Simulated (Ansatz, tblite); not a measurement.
# The cluster Mn₃: rung by rung

Aim: run the multiplicity 12 of the cluster Mn₃ at one geometry on many levels, and compare frontier levels, spin and run time.

The runs use Ansatz 0.2.0, Gaussian basis; as each input shows.

The runs, in order: GFN1-xTB, GFN2-xTB, PBE-D4/def2-TZVP, r2SCAN-D4/def2-TZVP, LC-ωPBE/def2-TZVP, CAM-B3LYP-D4/def2-TZVP, B3LYP-D4/def2-TZVP, LDA/def2-TZVP, HSE06-D4/def2-TZVP, PBE+5HF/def2-TZVP, PBE+10HF/def2-TZVP, PBE+15HF/def2-TZVP, PBE+35HF/def2-TZVP, PBE+50HF/def2-TZVP, PBE-D4/def2-SVP, PBE0-D4/def2-SVP, HF/STO-3G, PBE0-D4/def2-TZVPD, PBE-D4/def2-TZVPD, r2SCAN-D4/def2-TZVPD, CCSD(T)/def2-TZVP, RPA/def2-TZVP.

6 further runs of the same task are left out: 3 for a known fault of the program, 3 set aside as unsound or not needed. Runs told in other sessions of the task aren't counted.

### Step 1. The relaxed structure

The multiplicity 12 was relaxed beforehand with PBE0-D4/def2-TZVP. At that level it is the lowest of the isomers that a small search found.

3 atoms, charge 0, spin multiplicity 12.

Bond lengths: Mn1–Mn2 2.517 Å, Mn1–Mn3 2.517 Å, Mn2–Mn3 2.517 Å. Angles: Mn2–Mn1–Mn3 60.0°, Mn1–Mn2–Mn3 60.0°, Mn1–Mn3–Mn2 60.0°.

No spin-orbit coupling is included.

PBE0-D4/def2-TZVP was run before; its log isn't repeated, and its numbers join the tables.

### Step 2. GFN1-xTB

Tight binding, by tblite at 300 K electronic temperature and without a spin-polarisation term:

```python
tblite.interface.Calculator('GFN1-xTB', numbers, positions, charge=0, uhf=11).singlepoint()
```

Energy -181.2411 eV; 0.007 s.

### Step 3. GFN2-xTB

Tight binding, by tblite at 300 K electronic temperature and without a spin-polarisation term:

```python
tblite.interface.Calculator('GFN2-xTB', numbers, positions, charge=0, uhf=11).singlepoint()
```

Energy -219.7109 eV; 0.007 s.

### Step 4. PBE-D4/def2-TZVP

start.molden holds the orbitals of an earlier run on this state, given as this run's starting guess.

Contents of in.yaml:

```yaml
crystal:
  periodic: [false, false, false]
  atoms:
    - {symbol: Mn, position_ang: [1.329795, -0.393982, 0.432827]}
    - {symbol: Mn, position_ang: [-0.239260, 1.353386, -0.471442]}
    - {symbol: Mn, position_ang: [-1.090535, -0.959414, 0.038615]}
basis:
  gaussian: {orbitals: def2-TZVP, initial_orbitals: start.molden}
magnetization: {spin_polarized: true, initial_magnetization: 11}
hamiltonian: {xc: pbe, dispersion: d4}
scf: {omitted_lower_state_checks: [starts]}
output: {forces: true, orbitals: {seedname: orbitals}}
```

Started as:

```
$ ansatz run in.yaml --threads 4 --pin off --events-out ev --progress --plain --max-ram 3916MiB
```

Further steps of the session: r2SCAN-D4/def2-TZVP; LC-ωPBE/def2-TZVP; CAM-B3LYP-D4/def2-TZVP; B3LYP-D4/def2-TZVP; LDA/def2-TZVP; HSE06-D4/def2-TZVP; PBE+5HF/def2-TZVP; PBE+10HF/def2-TZVP; PBE+15HF/def2-TZVP; PBE+35HF/def2-TZVP; PBE+50HF/def2-TZVP; PBE-D4/def2-SVP; PBE0-D4/def2-SVP; HF/STO-3G; PBE0-D4/def2-TZVPD; PBE-D4/def2-TZVPD; r2SCAN-D4/def2-TZVPD; CCSD(T)/def2-TZVP; RPA/def2-TZVP.

Q: Predict the results of all the runs planned. Wanted: gap in def2-TZVP, named functionals, smallest and largest; correlation energy, CCSD(T)/def2-TZVP; binding an atom, functionals in def2-TZVP; ⟨S²⟩ in def2-TZVP, named functionals, smallest and largest; PBE0 total energy, smallest basis above largest.

The runs gave:

```
                                                  quantity                                   value
 gap in def2-TZVP, named functionals, smallest and largest  0.18 eV (r2SCAN-D4), 5.38 eV (LC-ωPBE)
                     correlation energy, CCSD(T)/def2-TZVP                               -31.95 eV
                 binding an atom, functionals in def2-TZVP   -0.37 (CAM-B3LYP-D4) to 0.96 eV (LDA)
⟨S²⟩ in def2-TZVP, named functionals, smallest and largest                          37.359, 37.795
           PBE0 total energy, smallest basis above largest         13.63 eV (def2-SVP, def2-TZVPD)
```

**Reading.** Over the named functionals in def2-TZVP the gap runs from 0.18 eV (r2SCAN-D4) to 5.38 eV (LC-ωPBE); exact exchange widens it. LDA, PBE-D4 leave an empty level below a filled one, so this occupation isn't an aufbau state there; left out of the range. Over the named functionals in def2-TZVP spin contamination reaches 2.05 (LC-ωPBE), and every level is far from pure, so all describe a mixture with higher spin. Notes on CCSD(T)/def2-TZVP: large T1 diagnostic, spin contamination, state flagged by the program.
